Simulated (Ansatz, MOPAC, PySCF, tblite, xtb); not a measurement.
Energy landscape of H2Cl, doublet: collinear H-Cl-H surface. Scanned: H-Cl distance and Cl-H distance.

Computed with: GFN2-xTB, 300 K electronic temperature (tblite); UHF/aug-cc-pVDZ (PySCF); wB97X-V = unrestricted wB97X-V/aug-cc-pVDZ in PySCF; r2SCAN = PySCF 2.14.0 with unrestricted r2SCAN/aug-cc-pVDZ; UKS-PBE/aug-cc-pVDZ = unrestricted PBE/aug-cc-pVDZ (Ansatz, a program for electronic structure); MP2 on UHF/aug-cc-pVDZ, 5 core orbitals frozen (PySCF); CCSD on UHF/aug-cc-pVDZ, 5 core orbitals frozen (PySCF); CCSD(T) on UHF/aug-cc-pVDZ, 5 core orbitals frozen (PySCF); AM1, unrestricted, heats of formation (MOPAC); PM7, unrestricted, heats of formation (MOPAC); GFN1-xTB (xtb); UKS-B3LYP/6-31G* = unrestricted B3LYP/6-31G*, spherical d in PySCF; UMP2/6-31G* = unrestricted MP2 (frozen core)/6-31G*, spherical d run with PySCF; UHF/3-21G = PySCF with unrestricted Hartree-Fock/3-21G; UKS-LDA (SVWN5)/6-31G* = PySCF with unrestricted LDA (SVWN5)/6-31G*, spherical d.

Energies in kcal/mol at chosen points (x: H-Cl distance (Å); y: Cl-H distance (Å)), relative to x = 1.28, y = 2.69:

| method | (1.28, 1.63) | (1.28, 3.71) | (1.28, 1.77) | (2.37, 1.09) | (1.09, 1.77) | (1.77, 2.37) | (1.38, 1.63) |
|---|---|---|---|---|---|---|---|
| GFN2-xTB | 18.1 | -0.1 | 10.6 | 15.3 | 29.3 | 27.5 | 15.3 |
| UHF | 26.2 | -1.5 | 18.8 | 23.2 | 41.9 | 45.3 | 26.0 |
| wB97X-V | 17.9 | -1.1 | 13.0 | 24.1 | 38.0 | 41.4 | 16.6 |
| r2SCAN | 11.7 | 0.0 | 8.0 | 23.5 | 34.2 | 36.1 | 9.3 |
| UKS-PBE/aug-cc-pVDZ | 12.3 | -0.5 | 8.8 | 25.0 | 36.2 | 33.4 | 9.4 |
| MP2 | 21.1 | -0.8 | 15.1 | 24.1 | 39.8 | 47.4 | 20.5 |
| CCSD | 19.5 | -0.8 | 14.1 | 24.3 | 39.3 | 39.4 | 18.1 |
| CCSD(T) | 19.1 | -0.7 | 13.8 | 24.5 | 39.2 | 38.4 | 17.4 |
| AM1 | 0.3 | 0.4 | -0.9 | 15.0 | 15.7 | 40.0 | 0.2 |
| PM7 | 8.0 | -0.3 | 6.3 | 16.4 | 22.9 | 45.2 | 9.5 |
| GFN1-xTB | 5.4 | 0.3 | 2.6 | 16.2 | 23.7 | 34.1 | 3.2 |
| UKS-B3LYP/6-31G* | 14.2 | -0.4 | 10.0 | 23.1 | 35.3 | 35.3 | 12.1 |
| UMP2/6-31G* | 25.0 | -1.2 | 17.9 | 23.1 | 41.0 | 46.8 | 24.9 |
| UHF/3-21G | 27.7 | -1.1 | 19.0 | 24.0 | 43.4 | 33.4 | 25.6 |
| UKS-LDA (SVWN5)/6-31G* | 7.8 | 1.1 | 4.9 | 23.6 | 32.2 | 30.7 | 4.8 |
